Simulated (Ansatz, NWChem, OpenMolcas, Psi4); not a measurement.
**Correcting a cheap level on B-containing radicals**

The atomisation energy (no zero-point term) in kJ/mol of 8 B-containing radicals: x at HF/3-21G, y at CCSD(T)/CBS estimate. Shapes, held fixed at every level: PBE0-D4/def2-TZVP. Flexible molecules stand in one conformer, not always the lowest. Programs: Ansatz 0.2.0, NWChem 7.3.0, OpenMolcas 26.06, Psi4 1.11. A level may come from different programs for different species; with the same settings they agree closely.

| molecule | x (kJ/mol) | y (kJ/mol) |
| --- | --- | --- |
| BN (boron nitride) | 126 | 431 |
| BCl2 (SMILES Cl[B]Cl) | 504 | ? |
| BF2 (SMILES F[B]F) | 868 | 1233 |
| BH(OH) | 912 | 1359 |
| BH2O (SMILES B[O]) | 962 | 1356 |
| BH2(NH) | 1076 | 1579 |
| B(CH3)Cl | 1525 | 2074 |
| CH4BO (SMILES [BH]OC) | 1793 | 2535 |

Fit y = c + s·x to the known rows and predict y for BCl2.


1. Means of the 7 rows: x = 1037.43, y = 1509.6.
2. Σ(Δx)² = 1690932, Σ(Δx·Δy) = 2113031, so the slope is 2113031/1690932 = 1.2496.
3. Intercept: 1509.6 − (1.2496) × 1037.43 = 213.2. The largest residual of the fit is 81.
4. BCl2: 213.2 + 1.2496 × 504 = 843 kJ/mol.

CCSD(T)/CBS estimate gives 846 kJ/mol, so the prediction is off by -3 kJ/mol, within the largest residual. Uncorrected, HF/3-21G misses BCl2 by -342 kJ/mol, and the other rows by 472 on average. The line removes about 100 % of this miss, partly by chance. Hartree–Fock lacks correlation, which doesn't scale simply with the atomisation energy. Left out in turn, the other rows are missed by 80 kJ/mol on average. T1 is large for BN (0.042), BH2O (0.040), so single-reference values are less sure there. Spin contamination: BN (⟨S²⟩ up to 2.07), BH2(NH) (⟨S²⟩ up to 0.78). Open shells run unrestricted. The CBS estimate extrapolates MP2 from def2-TZVPP and def2-QZVPP and adds CCSD(T) − MP2 in the triple-zeta set, cores frozen.
